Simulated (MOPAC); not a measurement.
Job for MOPAC: PM3 on propyne (SMILES C#CC), a point of a bond scan (R = 0.956 Å).

```
PM3 1SCF PRECISE CHARGE=0 THREADS=1
C3H4

C     -1.21952000 1    -0.12580353 1    -0.15711415 1
C      0.21519268 1     0.02219890 1     0.02772387 1
C      1.39869570 1     0.14428698 1     0.18019786 1
H     -1.44598792 1    -1.00663294 1    -0.76123089 1
H     -1.63959773 1     0.74635303 1    -0.66207238 1
H     -1.72702684 1    -0.23618072 1     0.80328101 1
H      2.34163153 1     0.24155858 1     0.30167891 1
```

Program output:

```
*******************************************************************************
 **                                                                           **
 **                              MOPAC v23.2.5                                **
 **                                                                           **
 *******************************************************************************
 ** MOPAC's Digital Object Identifier: https://doi.org/10.5281/zenodo.6511958 **
 **                                                                           **
 ** Please cite the open-source release paper for use of this MOPAC version:  **
 ** J. E. Moussa and J. J. P. Stewart (2026)                                  **
 ** MOPAC: An open-source semiempirical molecular orbital program             **
 ** J. Open Source Softw., 11(119), 8025, https://doi.org/10.21105/joss.08025 **
 *******************************************************************************

                              PM3 CALCULATION RESULTS

 *******************************************************************************
 *  PM3        - The PM3 Hamiltonian to be used
 *
 *
 *
 *                 CHARGE ON SYSTEM = 0
 *
 *
 *
 *  PRECISE    - TIGHTER CRITERIA TO BE USED
 *  1SCF       - DO 1 SCF AND THEN STOP
 *  THREADS=1  - MULTI-THREADING NOT USED
 *  T=         - A TIME OF 172800.0 SECONDS REQUESTED
 *  DUMP=N     - RESTART FILE WRITTEN EVERY 7200.0 SECONDS REQUESTED
 *******************************************************************************
PM3 1SCF PRECISE CHARGE=0 THREADS=1
 C3H4

   ATOM   CHEMICAL          X               Y               Z
  NUMBER   SYMBOL      (ANGSTROMS)     (ANGSTROMS)     (ANGSTROMS)

     1       C         -1.21952000  *  -0.12580353  *  -0.15711415  *
     2       C          0.21519268  *   0.02219890  *   0.02772387  *
     3       C          1.39869570  *   0.14428698  *   0.18019786  *
     4       H         -1.44598792  *  -1.00663294  *  -0.76123089  *
     5       H         -1.63959773  *   0.74635303  *  -0.66207238  *
     6       H         -1.72702684  *  -0.23618072  *   0.80328101  *
     7       H          2.34163153  *   0.24155858  *   0.30167891  *



          CARTESIAN COORDINATES

    NO.       ATOM           X           Y           Z

     1         C         -1.2195     -0.1258     -0.1571
     2         C          0.2152      0.0222      0.0277
     3         C          1.3987      0.1443      0.1802
     4         H         -1.4460     -1.0066     -0.7612
     5         H         -1.6396      0.7464     -0.6621
     6         H         -1.7270     -0.2362      0.8033
     7         H          2.3416      0.2416      0.3017

  H: (PM3): J. J. P. STEWART, J. COMP. CHEM. 10, 209 (1989).
  C: (PM3): J. J. P. STEWART, J. COMP. CHEM. 10, 209 (1989).

           Empirical Formula: C3 H4  =     7 atoms



      MOLECULAR POINT GROUP   :   C3v


      RHF CALCULATION, NO. OF DOUBLY OCCUPIED LEVELS = 8


 -------------------------------------------------------------------------------
 PM3 1SCF PRECISE CHARGE=0 THREADS=1
 C3H4



     1SCF WAS SPECIFIED, SO BFGS WAS NOT USED
     SCF FIELD WAS ACHIEVED


                              PM3 CALCULATION
                                                       MOPAC v23.2.5 Linux




          FINAL HEAT OF FORMATION =         46.62868 KCAL/MOL =     195.09442 KJ/MOL


          COSMO AREA              =         87.63 SQUARE ANGSTROMS
          COSMO VOLUME            =         68.95 CUBIC ANGSTROMS

          IONIZATION POTENTIAL    =         10.931492 EV
          HOMO LUMO ENERGIES (EV) =        -10.931  1.842
          NO. OF FILLED LEVELS    =          8
          MOLECULAR WEIGHT        =         40.0646         POINT GROUP:  C3v

          MOLECULAR DIMENSIONS (Angstroms)

            Atom       Atom       Distance
            H     7    H     6     4.12720
            H     4    H     5     1.76643
            H     6    H     5     1.48233


          SCF CALCULATIONS        =          1





   ATOM   CHEMICAL          X               Y               Z
  NUMBER   SYMBOL      (ANGSTROMS)     (ANGSTROMS)     (ANGSTROMS)

     1       C         -1.21952000  *  -0.12580353  *  -0.15711415  *
     2       C          0.21519268  *   0.02219890  *   0.02772387  *
     3       C          1.39869570  *   0.14428698  *   0.18019786  *
     4       H         -1.44598792  *  -1.00663294  *  -0.76123089  *
     5       H         -1.63959773  *   0.74635303  *  -0.66207238  *
     6       H         -1.72702684  *  -0.23618072  *   0.80328101  *
     7       H          2.34163153  *   0.24155858  *   0.30167891  *

                             CARTESIAN COORDINATES

   1    C       -1.219520000    -0.125803530    -0.157114150
   2    C        0.215192680     0.022198900     0.027723870
   3    C        1.398695700     0.144286980     0.180197860
   4    H       -1.445987920    -1.006632940    -0.761230890
   5    H       -1.639597730     0.746353030    -0.662072380
   6    H       -1.727026840    -0.236180720     0.803281010
   7    H        2.341631530     0.241558580     0.301678910


           Empirical Formula: C3 H4  =     7 atoms



      MOLECULAR POINT GROUP   :   C3v


                  EIGENVALUES
 -34.01217 -27.69555 -18.59782 -15.85985 -14.66134 -14.66134 -10.93149 -10.93149
   1.84236   1.84236   2.82572   4.00302   4.40277   4.40277   4.57985   6.75931


              NET ATOMIC CHARGES AND DIPOLE CONTRIBUTIONS

  ATOM NO.   TYPE          CHARGE      No. of ELECS.   s-Pop       p-Pop
    1          C           0.045480        3.9545     1.08968     2.86484
    2          C          -0.188480        4.1885     1.21974     2.96874
    3          C          -0.175110        4.1751     1.19108     2.98403
    4          H           0.046681        0.9533     0.95332
    5          H           0.046681        0.9533     0.95332
    6          H           0.046681        0.9533     0.95332
    7          H           0.178067        0.8219     0.82193
 DIPOLE           X         Y         Z       TOTAL
 POINT-CHG.    -0.714    -0.074    -0.092     0.724
 HYBRID         0.183     0.019     0.024     0.186
 SUM           -0.531    -0.055    -0.068     0.538


          ATOMIC ORBITAL ELECTRON POPULATIONS

     Atom    s        px        py        pz
    1  C   1.08968   0.86307   1.00130   1.00047
    2  C   1.21974   0.96313   1.00292   1.00268
    3  C   1.19108   0.95776   1.01330   1.01297
    4  H   0.95332
    5  H   0.95332
    6  H   0.95332
    7  H   0.82193

 **********************
 *                    *
 * JOB ENDED NORMALLY *
 *                    *
 **********************




 == MOPAC DONE ==
```

The run finished.

Cost: around 0.04 core-seconds (rough).
